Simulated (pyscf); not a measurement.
# Four-centre exchange: F–GeH₂–F + H₂O → HF + HO–GeH₂–F

Gas phase, singlet surface, charge 0. Bonds broken: F1–Ge2, O6–H7. Bonds formed: F1–H7, Ge2–O6. Single points on ωB97X-D3(BJ)/def2-SVP structures (PySCF, gas phase). MP2 and CC: frozen core, UHF for open shells. ΔMP2 is the change of the MP2 total energy from the triple- to the quadruple-zeta basis.

Transition state (Å):

```xyz
8

F      0.0727     0.9259     0.8303
Ge    -1.3939    -0.2288    -0.0295
F     -2.1939    -1.1348    -1.3175
H     -2.4496     0.7901     0.3583
H     -0.8770    -1.3907     0.8067
O     -0.1571     0.5204    -1.3173
H      0.3495     0.8889    -0.3881
H      0.2962    -0.0905    -1.9133
```

One imaginary mode, 558i cm⁻¹; descent along it reached the two sides named, in the forms told below.

```csv
bond,change,reactant side (Å),saddle,product side
F1–Ge2,breaks,1.744,2.055,2.7
O6–H7,breaks,0.967,1.121,1.678
F1–H7,forms,2.199,1.250,0.946
Ge2–O6,forms,2.8,1.936,1.797
```

Electronic energies relative to the separated reactants (kJ/mol):

```
level                             barrier  reaction energy  reverse barrier
--------------------------------  -------  ---------------  ---------------
ωB97X-D3(BJ)/def2-TZVP               47.2            +28.7             18.5
PBE/def2-TZVP                        34.8            +30.7              4.1
r²SCAN/def2-TZVP                     36.5            +31.4              5.2
B3LYP-D3(BJ)/def2-TZVP               47.7            +30.7             17.1
PBE0-D3(BJ)/def2-TZVP                40.4            +27.6             12.8
M06-2X/def2-TZVP                     43.8            +29.0             14.8
ωB97M-D3(BJ)/def2-TZVP               48.3            +30.1             18.3
HF/def2-TZVP                        109.0            +33.8             75.3
MP2/def2-QZVPP                       52.9            +23.7             29.2
CCSD/def2-TZVPP                      64.4            +26.1             38.3
CCSD(T)/def2-TZVPP                   55.4            +25.1             30.3
CCSD(T)/def2-TZVPP + ΔMP2(QZVPP)     57.4            +25.5             31.9
```

With CCSD(T)/def2-TZVPP + ΔMP2(QZVPP) energies and thermal terms (ideal gas, 1 atm, RRHO with modes under 100 cm⁻¹ raised to 100, one conformer, R ln 2 for chiral ones without a mode under 150 cm⁻¹), in kJ/mol:

```tsv
T (K)	ΔH‡	ΔG‡	ΔH	ΔG
298	54.2	99.5	+23.9	+22.6
600	54.1	145.8	+25.9	+20.6
900	56.3	191.2	+27.9	+17.5
1200	59.3	235.7	+29.6	+13.7
```

On the reactant side the descent ends in a complex, 25.1 kJ/mol under the separated species and 72.3 kJ/mol under the saddle at ωB97X-D3(BJ)/def2-TZVP. On the product side the descent ends in a bound adduct, 35.4 kJ/mol under the separated species and 54.0 kJ/mol under the saddle at ωB97X-D3(BJ)/def2-TZVP. This is the saddle that the search found; another between the same sides may lie lower. The CCSD(T) − MP2 part came from Ansatz, without density fitting, on the same reference. The frozen core leaves the outer d or s,p core shells of the metals and heavy elements correlated in the MP2 and CC values, and def2-TZVPP describes them poorly, which can shift differences by a few kcal/mol. Elements up to Kr have no core potential and no relativistic terms here.
